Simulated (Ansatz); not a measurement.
`[BH2][AlH][SiH3]` and `[OH][AlH][SiH3]` differ in one atom or group.

Ansatz, PBE0-D4/def2-TZVP geometries, multiplicity 1. Each molecule was computed in one conformer, which needn't be the lowest.

| property | `[BH2][AlH][SiH3]` |
| --- | --- |
| size of the dipole moment (PBE/def2-TZVPP) / D | 0.46 |
| HOMO–LUMO gap (PBE0/def2-TZVPP) / eV | 4.78 |
| zero-point energy (PBE0-D4/def2-TZVP) / kJ/mol | 131.1 |
| HOMO energy (PBE0/def2-TZVPP) / eV | -7.19 |
| HOMO–LUMO gap (B3LYP/def2-TZVPP) / eV | 4.41 |
| HOMO energy (PBE/def2-TZVPP) / eV | -6.15 |

(1) Give the same properties after the change, and the shifts. (Best estimate.)

Results:

(1) Computed: 
```tsv
property	`[OH][AlH][SiH3]`	shift
size of the dipole moment (PBE/def2-TZVPP) / D	1.32	0.86
HOMO–LUMO gap (PBE0/def2-TZVPP) / eV	6.22	1.44
zero-point energy (PBE0-D4/def2-TZVP) / kJ/mol	117.3	-13.8
HOMO energy (PBE0/def2-TZVPP) / eV	-7.61	-0.42
HOMO–LUMO gap (B3LYP/def2-TZVPP) / eV	5.85	1.44
HOMO energy (PBE/def2-TZVPP) / eV	-6.49	-0.34
```

With PBE0 the HOMO falls by 0.42 eV and the LUMO rises by 1.02 eV, so the gap widens by about 1.44 eV. PBE moves the HOMO by -0.34 eV and ωB97M-V by -0.45 eV. The zero-point energy changes by -13.8 kJ/mol with -3 modes. Dipoles are sizes alone; their direction can turn.

B3LYP here is the variant with VWN-RPA as its local correlation; programs differ in this.
